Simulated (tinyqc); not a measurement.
Born-Oppenheimer dynamics on the RHF/sto-3g surface (energies and gradients from PySCF), for H2O, spin multiplicity 1, step by step. Computed by tinyqc, a small Python program that keeps every step (integrals from PySCF). Settings: charge = 0, multiplicity = 1, basis = sto-3g, time step (fs) = 1.0, steps = 24. Command: `OMP_NUM_THREADS=1 python tinyqc.py 22635 22636 out.jsonl` (the two numbers bound the seeds that draw the settings). One thread of a shared host (Intel(R) Xeon(R) Processor @ 2.60GHz), about 2 s of CPU time with the checks.

## Velocity Verlet step 1

positions (bohr):
```
            x          y          z
1O  -0.069920   0.117163  -0.011338
2H   0.011338   1.317139   1.228322
3H   0.020787  -1.388949   1.260447
```

velocities (bohr per atomic time unit):
```
               x             y             z
1O  -0.000050753   0.000090315  -0.000026132
2H   0.000380247  -0.000656685   0.000126868
3H   0.000425247  -0.000776685   0.000287868
```

gradient (hartree/bohr):
```
              x            y            z
1O   0.00125447   0.13280061   0.02363657
2H  -0.00479935  -0.10031464  -0.07437697
3H   0.00354488  -0.03248597   0.05074040
```

masses (electron masses): 1O 29156.946388, 2H 1837.152588, 3H 1837.152588

gradient after step 1 (hartree/bohr):
```
              x            y            z
1O  -0.00074080   0.10531353  -0.00479482
2H  -0.00357642  -0.06979100  -0.04628586
3H   0.00431723  -0.03552253   0.05108068
```

dt = 1 fs = 41.3414 atomic units; x' = x + v dt - g dt^2 / (2m); after the new gradient g', v' = v - (g + g') dt / (2m).

positions after step 1 (bohr):
```
            x          y          z
1O  -0.072055   0.117005  -0.013111
2H   0.029291   1.336652   1.268163
3H   0.036718  -1.405947   1.248746
```

velocities after step 1 (bohr per atomic time unit):
```
               x             y             z
1O  -0.000051118  -0.000078495  -0.000039490
2H   0.000474486   0.001257256   0.001484503
3H   0.000336786  -0.000011488  -0.000857770
```

## Velocity Verlet step 2

gradient after step 2 (hartree/bohr):
```
              x            y            z
1O  -0.00456692   0.01704633  -0.04673836
2H   0.00169264  -0.00106233   0.01758691
3H   0.00287429  -0.01598400   0.02915145
```

As before.

positions after step 2 (bohr):
```
            x          y          z
1O  -0.074146   0.110673  -0.014603
2H   0.050570   1.421092   1.351065
3H   0.048633  -1.389899   1.189525
```

velocities after step 2 (bohr per atomic time unit):
```
               x             y             z
1O  -0.000047355  -0.000165241  -0.000002956
2H   0.000495682   0.002054460   0.001807409
3H   0.000255871   0.000568036  -0.001760500
```

## Energy conservation

The total energy should stay constant up to terms of order dt^2; the step counts as short enough if it moves by less than 2 % of the largest kinetic energy.

Trajectory:
```
time (fs)  1O-2H (angstrom)  potential (hartree)  kinetic (hartree)  total (hartree)
0.000000           0.914008         -74.95262744         0.00150650     -74.95112094
1.000000           0.937626         -74.95674071         0.00461393     -74.95212679
2.000000           1.003737         -74.96370206         0.01073798     -74.95296408
3.000000           1.063363         -74.95974969         0.00745767     -74.95229202
4.000000           1.084450         -74.95409328         0.00268534     -74.95140794
5.000000           1.056880         -74.95889307         0.00686493     -74.95202814
6.000000           0.991321         -74.96518636         0.01191984     -74.95326652
7.000000           0.923612         -74.95731797         0.00518340     -74.95213457
8.000000           0.907459         -74.95239109         0.00130649     -74.95108459
9.000000           0.959096         -74.96249649         0.00944974     -74.95304675
10.000000          1.032291         -74.96287478         0.01010726     -74.95276752
11.000000          1.080011         -74.95474310         0.00320561     -74.95153749
12.000000          1.080547         -74.95528619         0.00366593     -74.95162025
13.000000          1.034567         -74.96349827         0.01069944     -74.95279883
14.000000          0.964233         -74.96270910         0.00973819     -74.95297092
15.000000          0.914642         -74.95271772         0.00154156     -74.95117615
16.000000          0.928996         -74.95646226         0.00444444     -74.95201782
17.000000          0.993217         -74.96420494         0.01104724     -74.95315770
18.000000          1.056988         -74.95907606         0.00692696     -74.95214910
19.000000          1.084663         -74.95395453         0.00257684     -74.95137770
20.000000          1.063860         -74.95952963         0.00733281     -74.95219682
21.000000          1.003024         -74.96461685         0.01157140     -74.95304545
22.000000          0.933972         -74.95771670         0.00547666     -74.95224004
23.000000          0.907866         -74.95249201         0.00144869     -74.95104332
24.000000          0.949055         -74.96226524         0.00921297     -74.95305227
```

The total energy moves within 2.2e-03 hartree; that is over 2 % of the largest kinetic energy, so the time step is too long.
